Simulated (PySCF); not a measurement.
**Atomic charges against the basis set**

Compound: 2,2,2-trifluoroethanol, C2H3F3O.
Bonds: O1–C2, C2–C3, C3–F4, C3–F5, C3–F6. Hydrogens: H7 on O1; H8, H9 on C2.

PBE0 throughout (PySCF), one geometry, spherical d and f functions. Isolated species at its PBE0-D3(BJ)/def2-SVP geometry (one conformer only). Atoms taken as equivalent share a column and are averaged.

Mulliken charges (e):

```json
{"basis": "pcSseg-0", "functions": "60", "O1": "-0.659", "C2": "-0.178", "C3": "+0.911", "F4/F5/F6": "-0.328", "H7": "+0.382", "H8/H9": "+0.264"}
{"basis": "cc-pVDZ", "functions": "99", "O1": "-0.260", "C2": "+0.072", "C3": "+0.432", "F4/F5/F6": "-0.171", "H7": "+0.152", "H8/H9": "+0.059"}
{"basis": "pcSseg-1", "functions": "117", "O1": "-0.436", "C2": "+0.012", "C3": "+0.722", "F4/F5/F6": "-0.268", "H7": "+0.235", "H8/H9": "+0.136"}
{"basis": "aug-cc-pVDZ", "functions": "165", "O1": "-0.473", "C2": "+0.665", "C3": "+1.414", "F4/F5/F6": "-0.469", "H7": "+0.118", "H8/H9": "-0.158"}
{"basis": "cc-pVTZ", "functions": "222", "O1": "-0.314", "C2": "-0.041", "C3": "+0.459", "F4/F5/F6": "-0.162", "H7": "+0.211", "H8/H9": "+0.085"}
{"basis": "IGLO-III", "functions": "240", "O1": "-0.422", "C2": "-0.081", "C3": "+0.509", "F4/F5/F6": "-0.197", "H7": "+0.303", "H8/H9": "+0.141"}
```

IAO charges (e):

```
      basis  functions      O1      C2      C3  F4/F5/F6      H7   H8/H9
   pcSseg-0         60  -0.490  -0.130  +0.724    -0.260  +0.342  +0.166
    cc-pVDZ         99  -0.519  -0.095  +0.791    -0.279  +0.355  +0.152
   pcSseg-1        117  -0.526  -0.092  +0.793    -0.282  +0.358  +0.156
aug-cc-pVDZ        165  -0.543  -0.095  +0.802    -0.285  +0.369  +0.160
    cc-pVTZ        222  -0.538  -0.097  +0.810    -0.286  +0.367  +0.158
   IGLO-III        240  -0.544  -0.096  +0.806    -0.286  +0.371  +0.161
```

Hirshfeld charges (e):

```csv
basis,functions,O1,C2,C3,F4/F5/F6,H7,H8/H9
pcSseg-0,60,-0.225,-0.009,+0.248,-0.095,+0.169,+0.051
cc-pVDZ,99,-0.208,-0.024,+0.235,-0.088,+0.166,+0.047
pcSseg-1,117,-0.220,-0.022,+0.249,-0.093,+0.166,+0.052
aug-cc-pVDZ,165,-0.215,-0.029,+0.243,-0.092,+0.164,+0.056
cc-pVTZ,222,-0.214,-0.027,+0.241,-0.091,+0.166,+0.053
IGLO-III,240,-0.216,-0.029,+0.243,-0.092,+0.165,+0.056
```

ESP-fitted charges (e):

```tsv
basis	functions	O1	C2	C3	F4/F5/F6	H7	H8/H9
pcSseg-0	60	-0.643	-0.004	+0.800	-0.267	+0.443	+0.103
cc-pVDZ	99	-0.508	+0.007	+0.458	-0.173	+0.382	+0.090
pcSseg-1	117	-0.553	+0.010	+0.496	-0.186	+0.401	+0.102
aug-cc-pVDZ	165	-0.517	-0.025	+0.425	-0.166	+0.387	+0.115
cc-pVTZ	222	-0.507	-0.024	+0.396	-0.157	+0.386	+0.110
IGLO-III	240	-0.517	-0.031	+0.388	-0.157	+0.390	+0.120
```

Some averages cover members that differ in this geometry, most widely: H8/H9, ESP-fitted in IGLO-III +0.086 to +0.153; H8/H9, Mulliken in aug-cc-pVDZ -0.191 to -0.125; H8/H9, ESP-fitted in aug-cc-pVDZ +0.082 to +0.148; H8/H9, ESP-fitted in cc-pVTZ +0.078 to +0.143 e.

Problem. Which scheme is steadiest as the basis changes?

Solution. Largest range over the bases for any column: Hirshfeld 0.02 e, IAO 0.09 e, ESP-fitted 0.41 e, Mulliken 0.98 e. Hirshfeld charges move least and Mulliken charges most, counted in e.

Problem. How much do the charges still move between the two largest bases, cc-pVTZ and IGLO-III?

Solution. At most, over all atoms: Mulliken 0.108 e, IAO 0.006 e, Hirshfeld 0.004 e, ESP-fitted 0.010 e.

Problem. What do the same runs give for the total energy, the frontier levels and the dipole moment?

Solution. 
| basis | energy (Eh) | HOMO (eV) | LUMO (eV) | μ (D) |
| --- | --- | --- | --- | --- |
| pcSseg-0 | -451.2490 | -8.62 | 1.61 | 1.86 |
| cc-pVDZ | -452.3463 | -8.43 | 1.71 | 1.52 |
| pcSseg-1 | -452.2877 | -8.77 | 1.22 | 1.63 |
| aug-cc-pVDZ | -452.3894 | -8.87 | -0.21 | 1.64 |
| cc-pVTZ | -452.4979 | -8.73 | 1.07 | 1.57 |
| IGLO-III | -452.5288 | -8.87 | 0.50 | 1.64 |

The dipole is fixed by the density alone, so its range of 0.34 D shows that the density itself changes with the basis, not only its division among atoms.
